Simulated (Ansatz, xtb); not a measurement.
Relaxing a trial structure of AlFH4Si

The starting geometry of this gas-phase singlet has its atoms placed at random.

```
atom    x (Å)    y (Å)    z (Å)
  Al  -0.7237  -0.1977   0.0887
   F  -1.1963  -1.4965   0.7466
  Si   0.6621  -2.1448   0.5340
   H   0.5111   0.7962   0.4020
   H   0.3597   0.9787  -1.3294
   H  -0.4840   1.1607   0.3737
   H   0.1878   0.0698   1.7531
```

Task: One run relaxed it with r2SCAN-D4/def2-SVP. What is a likely outcome?

Result: It ends as a structure given below by its coordinates. Distances that change by over a tenth: Al1–F2 (1.53 → 1.79 Å), Al1–H6 (1.41 → 1.59 Å), Al1–H7 (1.92 → 2.75 Å). Contacts that open: Al1–H4 (1.62 → 2.28 Å). Contacts that close: Si3–H7 (2.57 → 1.54 Å), H4–H5 (1.75 → 0.77 Å).

The energy falls by 8.39 eV over 38 steps:

```json
{"step": "1", "E − E(last) (eV)": "8.389"}
{"step": "5", "E − E(last) (eV)": "1.895"}
{"step": "9", "E − E(last) (eV)": "0.243"}
{"step": "13", "E − E(last) (eV)": "0.107"}
{"step": "17", "E − E(last) (eV)": "0.083"}
{"step": "22", "E − E(last) (eV)": "0.073"}
{"step": "26", "E − E(last) (eV)": "0.049"}
{"step": "30", "E − E(last) (eV)": "0.007"}
{"step": "34", "E − E(last) (eV)": "0.001"}
{"step": "38", "E − E(last) (eV)": "0.000"}
```

Final geometry (Å):

```csv
atom,x (Å),y (Å),z (Å)
Al,-0.9238,-0.2017,-0.1002
F,-0.7338,-0.4659,1.6621
Si,0.0337,-2.2018,0.7662
H,0.5036,1.5595,0.0973
H,0.9340,0.9397,-0.0629
H,-1.8834,1.0071,-0.4748
H,1.3867,-1.4704,0.6810
```

From the same start GFN2-xTB ends elsewhere, differing in Al1–H5 (1.56 against 2.18 Å here), Al1–H6 (2.07 against 1.59 Å here), Al1–H7 (1.61 against 2.75 Å here), Si3–H7 (2.54 against 1.54 Å here), H4–H5 (2.91 against 0.77 Å here), H4–H6 (0.82 against 2.52 Å here).

From so rough a start the end depends on the optimiser's path, so another program may land elsewhere. The end wasn't checked by frequencies. Run with Ansatz 0.2.0, 29 s on 2 threads of Intel(R) Xeon(R) 6975P-C (Granite Rapids), with other jobs on the host.
